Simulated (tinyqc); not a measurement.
Extended Hueckel theory, for SiH2, step by step. Computed by tinyqc, a small Python program that keeps every step (integrals from PySCF). Settings: charge = 0, K = 1.75, weighted = 1, multiplicity = 1. Command: `OMP_NUM_THREADS=1 python tinyqc.py 26738 26739 out.jsonl` (the two numbers bound the seeds that draw the settings). One thread of a shared host (Intel(R) Xeon(R) Processor @ 2.60GHz), about 0.01 s of CPU time with the checks.

## Overlaps

Geometry (angstrom):
```
atom         x          y         z
Si    0.000000   0.000000  0.000000
H     0.000000   1.311000  0.736000
H     0.000000  -1.311000  0.736000
```

Parameters chosen for this run:
```
element  shell  Slater exponent   H_ii (eV)
Si          3s         1.383000  -17.300000
Si          3p         1.383000   -9.200000
H           1s         1.300000  -13.600000
```

Slater orbitals, each expanded in six Gaussians scaled to its exponent.

overlap S, order 1Si 3s, 1Si 3px, 1Si 3py, 1Si 3pz, 2H 1s, 3H 1s:
$$\begin{pmatrix}
1.000000 & 0.000000 & 0.000000 & 0.000000 & 0.405641 & 0.405641 \\
0.000000 & 1.000000 & 0.000000 & 0.000000 & 0.000000 & 0.000000 \\
0.000000 & 0.000000 & 1.000000 & 0.000000 & 0.448144 & -0.448144 \\
0.000000 & 0.000000 & 0.000000 & 1.000000 & 0.251589 & 0.251589 \\
0.405641 & 0.000000 & 0.448144 & 0.251589 & 1.000000 & 0.033925 \\
0.405641 & 0.000000 & -0.448144 & 0.251589 & 0.033925 & 1.000000
\end{pmatrix}$$

## Wolfsberg-Helmholz matrix

diagonal H_ii (eV): 1Si 3s -17.300000, 1Si 3px -9.200000, 1Si 3py -9.200000, 1Si 3pz -9.200000, 2H 1s -13.600000, 3H 1s -13.600000

K = 1.750000

H_ij = K' S_ij (H_ii + H_jj)/2 for i != j (the diagonal keeps H_ii), with K' = K + D^2 + D^4 (1 - K), D = (H_ii - H_jj)/(H_ii + H_jj), K = 1.75.

H (eV), order 1Si 3s, 1Si 3px, 1Si 3py, 1Si 3pz, 2H 1s, 3H 1s:
$$\begin{pmatrix}
-17.300000 & 0.000000 & 0.000000 & 0.000000 & -11.056420 & -11.056420 \\
0.000000 & -9.200000 & 0.000000 & 0.000000 & 0.000000 & 0.000000 \\
0.000000 & 0.000000 & -9.200000 & 0.000000 & -9.125414 & 9.125414 \\
0.000000 & 0.000000 & 0.000000 & -9.200000 & -5.123039 & -5.123039 \\
-11.056420 & 0.000000 & -9.125414 & -5.123039 & -13.600000 & -0.807415 \\
-11.056420 & 0.000000 & 9.125414 & -5.123039 & -0.807415 & -13.600000
\end{pmatrix}$$

## Orbitals

valence electrons = 6

Solve H C = S C e through S^(-1/2); fill by pairs from the bottom, a degenerate level sharing its electrons equally; each orbital has its largest coefficient positive (the first on a tie).

orbital energies (eV): [-20.028941, -15.145382, -10.448614, -9.200000, 5.715189, 7.142387]

occupations: [2.000000, 2.000000, 2.000000, 0.000000, 0.000000, 0.000000]

coefficients, order 1Si 3s, 1Si 3px, 1Si 3py, 1Si 3pz, 2H 1s, 3H 1s:
$$\begin{pmatrix}
0.673214 & 0.000000 & -0.416974 & 0.000000 & 0.000000 & 0.970586 \\
0.000000 & 0.000000 & 0.000000 & 1.000000 & 0.000000 & 0.000000 \\
0.000000 & 0.395211 & 0.000000 & 0.000000 & 1.247182 & 0.000000 \\
0.004859 & 0.000000 & 0.837039 & 0.000000 & 0.000000 & 0.719912 \\
0.313311 & 0.502475 & 0.209507 & 0.000000 & -0.795864 & -0.850079 \\
0.313311 & -0.502475 & 0.209507 & 0.000000 & 0.795864 & -0.850079
\end{pmatrix}$$

sum of one-electron energies = -91.245874 eV

## Mulliken analysis

P = C n C^T; charge = valence electrons (Si 4, H 1) minus the sum of (P S)_ii on the atom; overlap population = 2 sum P_ij S_ij between two atoms.

charges: 1Si 0.297650, 2H -0.148825, 3H -0.148825

Overlap populations:
```
pair      value
2-1    0.734483
3-1    0.734483
3-2   -0.014985
```
